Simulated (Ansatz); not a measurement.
A nudged elastic band was laid between two geometries of BH₄O (6 atoms, charge 0, multiplicity 2).

Level of theory: Ansatz, UKS PBE0/def2-SVP.

```yaml
movable_images: 7
climbing_image: yes
spring: 5.0 eV/Å²
optimiser: quadratic models (default)
start_path: through a guess of the saddle point
force_threshold: 0.03 eV/Å
iteration_limit: 60
end_points: relaxed
```

Image 0:

```xyz
6
Properties=species:S:1:pos:R:3
B 0.108 0.038 0.754
H 0.241 -1.232 0.511
H 0.789 0.760 0.071
H -0.886 -0.524 0.134
O -0.108 0.389 2.065
H -0.659 -0.232 2.551
```

Image 8:

```xyz
6
Properties=species:S:1:pos:R:3
B -0.208 -0.072 0.223
H 0.869 -0.653 1.972
H 0.775 0.457 -0.244
H -1.338 0.335 0.084
O 0.047 -0.159 1.843
H -0.660 -0.708 2.210
```

(1) Which bonds break or form, and what moves?

(2) Give the energies along the band, and the barrier.

(3) What is the geometry of the highest image?

(4) What are the harmonic wavenumbers there?

The band took 16 iterations and about 70 core-seconds.

Results:

(1) Bonds broken: B1–H2. Bonds formed: H2–O5.

(2) The run converged. The highest image is number 4 of 0 to 8, 128.5 kJ/mol above the first end and 31.4 kJ/mol above the last; the last end lies 97.2 kJ/mol above the first. A vibrational analysis at the climbing image gives one clearly imaginary mode, 1159i cm⁻¹: a first-order saddle point.

| image | path coordinate (Å) | energy (kJ/mol) | B1–H2 (Å) | H2–O5 (Å) |
| --- | --- | --- | --- | --- |
| 0 | 0.00 | 0.0 | 1.30 | 2.27 |
| 1 | 0.36 | 15.6 | 1.33 | 2.12 |
| 2 | 0.73 | 32.7 | 1.36 | 1.86 |
| 3 | 1.09 | 73.6 | 1.38 | 1.52 |
| 4 | 1.46 | 128.5 | 1.49 | 1.12 |
| 5 | 1.78 | 112.1 | 1.81 | 0.98 |
| 6 | 2.11 | 100.5 | 2.07 | 0.97 |
| 7 | 2.43 | 98.1 | 2.13 | 0.97 |
| 8 | 2.75 | 97.2 | 2.13 | 0.97 |

(3) 
```xyz
6
Properties=species:S:1:pos:R:3
B 0.034 -0.111 0.389
H 0.633 -0.584 1.670
H 0.723 0.720 -0.139
H -0.913 -0.696 -0.073
O -0.121 0.196 1.956
H -0.870 -0.325 2.282
```

(4) 1159i, 505, 700, 759, 834, 1023, 1128, 1317, 2037, 2590, 2737, 3815 cm⁻¹.

Time of the run: 74 s on 1 thread of AMD EPYC 9R45 96-Core Processor (Zen 5), with other jobs on the host, peak memory 0.13 GiB.
